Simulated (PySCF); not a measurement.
Compound: C4H5O2 (doublet state).
SMILES with atom numbers: `[CH3:1][C:2](=[O:3])[C@H:4]1[CH:5][O:6]1` (hydrogens: H7, H8, H9 on C1; H10 on C4; H11 on C5)

Cartesian coordinates in Å at the GFN2-xTB level; atoms count from 1:
```
atom  x, y, z in Å
C1    -1.326    0.373    0.060
C2    -0.370   -0.515   -0.688
O3    -0.628   -1.056   -1.734
C4     0.981   -0.683   -0.060
C5     1.759    0.454    0.406
O6     1.125   -0.311    1.318
H7    -1.041    1.413   -0.093
H8    -2.333    0.228   -0.319
H9    -1.285    0.162    1.126
H10    1.521   -1.576   -0.362
H11    1.603    1.514    0.321
```

The hyperfine couplings belong to this conformer and change with its torsions.

Level of theory: UKS B3LYP, pcH-1 on C H O, non-relativistic, mean-field spin-orbit, GIAO (PySCF). One conformer (not necessarily the lowest) at the GFN2-xTB geometry, without solvent, vibrations or thermal averaging. A GFN2-xTB geometry isn't a minimum of the functional, and hyperfine couplings can be far from their values at a DFT geometry. Stability of the SCF solution: not tested.

Question: Break the g tensor into its mass correction, gauge correction and orbital-Zeeman/spin–orbit terms.

Answer: 
| Δg (ppm) | 1 | 2 | 3 |
| --- | --- | --- | --- |
| relativistic mass correction | -194 | -194 | -194 |
| gauge correction | 2 | 0 | -6 |
| orbital Zeeman/spin–orbit | 81 | 469 | 2486 |
| total | -110 | 275 | 2286 |

So g = 2.00221, 2.00259, 2.00461 and g_iso = 2.00314; the tensor is rhombic: the two nearest values differ by 16 % of g3 − g1. Axes: g2 points within 15° of the C5–O6 bond.

Question: What are the electron Larmor frequencies g μB B/h along the three axes at 350 mT?

Answer: 9.8082, 9.8101, 9.8199 GHz for g1, g2 and g3, a range of 11.7 MHz.

Question: What effective moment and Curie constant follow for a powder?

Answer: With the mean of g² = 4.0126 and S(S+1) = 0.75: μ_eff = √(⟨g²⟩S(S+1)) = 1.735 μB and χT = 0.12505·⟨g²⟩·S(S+1) = 0.376 cm³ K/mol (cgs; spin-Hamiltonian part alone).

Question: How much does each term add to the isotropic shift?

Answer: The orbital-Zeeman/spin–orbit term 1012, the mass correction -194 and the gauge correction -1 ppm, for a total of 817 ppm. The orbital-Zeeman/spin–orbit term is the largest in size. The mass correction is the same along every axis, so the anisotropy comes from the other two: their spans along these axes are 9 (gauge) and 2404 ppm (orbital Zeeman/spin–orbit).

Question: In a frozen sample, at which fields do the three g values resonate at 9.5, 34, 94 and 263 GHz (hyperfine left aside), and which band first spreads them over more than twice a line width of 1.0 mT?

Answer: 
| band | GHz | B(g3) mT | B(g2) mT | B(g1) mT | spread mT |
| --- | --- | --- | --- | --- | --- |
| X | 9.5 | 338.60 | 338.94 | 339.00 | 0.41 |
| Q | 34.0 | 1211.82 | 1213.04 | 1213.27 | 1.45 |
| W | 94.0 | 3350.33 | 3353.69 | 3354.34 | 4.01 |
| J | 263.0 | 9373.79 | 9383.20 | 9385.01 | 11.22 |

The spread grows in proportion to the frequency. W band is the first where it exceeds 2.0 mT.

The largest Mulliken spin populations are on C5 (+0.84) and O6 (+0.15). The angles at C5 add up to 316.4°, so it is pyramidal.

The HOMO–LUMO gaps are 5.25 eV among the α and 4.82 eV among the β orbitals.
